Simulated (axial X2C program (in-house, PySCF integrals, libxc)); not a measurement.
Levels of LiMg by electron attachment to LiMg⁺ (EOM-EA-CCSD)

Calculated with an axial X2C code built on PySCF integrals: two-component X2C with atomic mean-field Coulomb and Gaunt terms, Gaussian nuclei, basis Mg dyall-acv3z, Li dyall-acv3z with contracted cores.

R = 3.091 Å (near the PBE0 minimum at charge 0 of the determinant lowest at the starting distance; the state shown can have its own minimum elsewhere).

Hartree–Fock spinors of LiMg⁺ (one of each Kramers pair; a window near the gap, which can cut inner shells):

| ω | occupied | ε (eV) | character |
| --- | --- | --- | --- |
| 1/2 | yes | -11.82 | 63% Mg s, 16% Li p, 14% Li s |
| 1/2 | no | -4.27 | 43% Li s, 38% Mg p, 10% Li p |
| 1/2 | no | -3.24 | 49% Li p, 48% Mg p |
| 3/2 | no | -3.23 | 49% Li p, 48% Mg p |
| 1/2 | no | -2.97 | 40% Li p, 32% Mg p, 15% Li s |
| 1/2 | no | -1.93 | 42% Li p, 39% Mg p, 12% Li d |
| 3/2 | no | -1.93 | 41% Li p, 39% Mg p, 12% Li d |

Levels of LiMg obtained by attaching an electron to LiMg⁺:

```json
{"Ω": "1/2", "binding energy (eV)": "4.658", "above lowest (cm⁻¹)": "0", "attached spinor": "41% Li sσ, 41% Mg pσ, 8% Mg sσ", "one-particle weight": "0.95"}
{"Ω": "1/2", "binding energy (eV)": "3.725", "above lowest (cm⁻¹)": "7521", "attached spinor": "51% Mg pπ, 44% Li pπ", "one-particle weight": "0.94"}
{"Ω": "3/2", "binding energy (eV)": "3.724", "above lowest (cm⁻¹)": "7535", "attached spinor": "51% Mg pπ, 44% Li pπ", "one-particle weight": "0.94"}
{"Ω": "1/2", "binding energy (eV)": "3.379", "above lowest (cm⁻¹)": "10315", "attached spinor": "42% Li pσ, 30% Mg pσ, 16% Li sσ", "one-particle weight": "0.92"}
{"Ω": "1/2", "binding energy (eV)": "2.421", "above lowest (cm⁻¹)": "18038", "attached spinor": "43% Li pπ, 35% Mg pπ, 10% Mg dπ", "one-particle weight": "0.87"}
{"Ω": "3/2", "binding energy (eV)": "2.420", "above lowest (cm⁻¹)": "18048", "attached spinor": "43% Li pπ, 36% Mg pπ, 10% Mg dπ", "one-particle weight": "0.87"}
```

This point took 5.1 s on 1 thread of Intel(R) Xeon(R) Platinum 8375C CPU @ 2.90GHz (Ice Lake), with other jobs on the host.

Reference electrons by ω block (each with its −ω partner): 1/2: 6, 3/2: 1. 2 electrons of LiMg⁺ correlated (inner shells frozen), 92 natural virtual spinors (a truncated set); levels can be off by some tenths of an eV. Roots sought by Ω: (1/2: 5, 3/2: 4, 5/2: 2, 7/2: 1); rows need 60 % one-particle weight and stop where some Ω has no more roots. Missing are any skipped roots, higher Ω and states of a further excitation; these come out far too high here and may in truth be low or lowest. T1 of the reference 0.016 (Lee–Taylor). The reference was not checked to be the lowest state of its species. Number of frozen shells: Mg 2 s, 1 p; Li 1 s.
